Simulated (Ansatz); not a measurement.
Two shapes of doublet C₂H₅.

Shape 1:

```xyz
7

C     0.0000    0.0145   -0.6350
C     0.0000   -0.0388    0.7272
H     0.8590    0.0136    1.2473
H    -0.8590    0.0136    1.2473
H     0.0000    0.9753   -0.9807
H     0.8201   -0.4285   -1.0335
H    -0.8201   -0.4285   -1.0335
```

Shape 2:

```xyz
7

C     0.0000    0.0170   -0.7455
C     0.0000   -0.0455    0.8537
H     1.0085    0.0159    1.4642
H    -1.0085    0.0159    1.4642
H     0.0000    1.1449   -1.1513
H     0.9627   -0.5030   -1.2132
H    -0.9627   -0.5030   -1.2132
```

Basis set: def2-TZVP (spherical functions). Left uncorrelated: 2 orbitals. Charge 0, multiplicity 2.

Computed with Ansatz (development build ahead of 0.2.0); each method stands on the lowest determinant of its kind that the runs found.

(1) Which shape is lower in energy, and by how much in each method?

Results:

(1)

| method | E(2) − E(1) (eV) |
| --- | --- |
| UHF | 0.178 |
| UHF-MP2 | 0.035 |

Shape 1 is lower.
